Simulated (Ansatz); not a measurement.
A made-up structure of CH$_{6}$NSi (charge +1), closed shell:

C1  (-0.744, 0.924, -0.737)
Si2  (0.634, -0.066, -0.095)
N3  (0.423, -1.190, 1.084)
H4  (0.845, -0.999, -1.145)
H5  (-0.831, 0.764, -1.817)
H6  (-0.525, 1.988, -0.587)
H7  (2.020, 0.056, -0.567)
H8  (1.180, -1.751, 1.454)
H9  (-0.465, -1.402, 1.519)
(Å)

It is relaxed with PBE-D4/def2-SVP and then PBE0-D4/def2-TZVP (Ansatz 0.2.0). Atoms count as bonded within 1.22 times the sum of their covalent radii (H–H: 0.88 Å). The end point is not checked to be a true minimum.

Problem. Does its bonding change? (A judgement: the text doesn't fix the answer.)

Solution. Computed: Yes. Formed: C1–H7; broken: Si2–H7.

Where it ends: The first stage lowers the energy by 5.95 eV in 19 steps. It ends as CH₆NSi ([CH3][SiH][NH2]), total charge +1:
| atom | x (Å) | y (Å) | z (Å) |
| --- | --- | --- | --- |
| C1 | 0.0515 | 0.9780 | -0.8360 |
| Si2 | 0.5724 | -0.6956 | -0.3657 |
| N3 | 0.3252 | -1.2921 | 1.1441 |
| H4 | 1.2447 | -1.6307 | -1.2781 |
| H5 | -0.6398 | 0.9158 | -1.6841 |
| H6 | -0.4294 | 1.5085 | -0.0128 |
| H7 | 0.9256 | 1.5455 | -1.1752 |
| H8 | 0.6079 | -2.2231 | 1.4238 |
| H9 | -0.1221 | -0.7814 | 1.8944 |

Labels in which every atom is bracketed show which atoms are joined, not bond orders.

For scale, one of the runs: PBE0-D4/def2-TZVP relaxation, 135 basis functions, launched by `ansatz run in.yaml --threads 2 --pin off --events-out ev --progress --plain --max-ram 4352MiB`. The run took about 17 s on 2 CPU threads of an Arm Neoverse V2 (shared host).
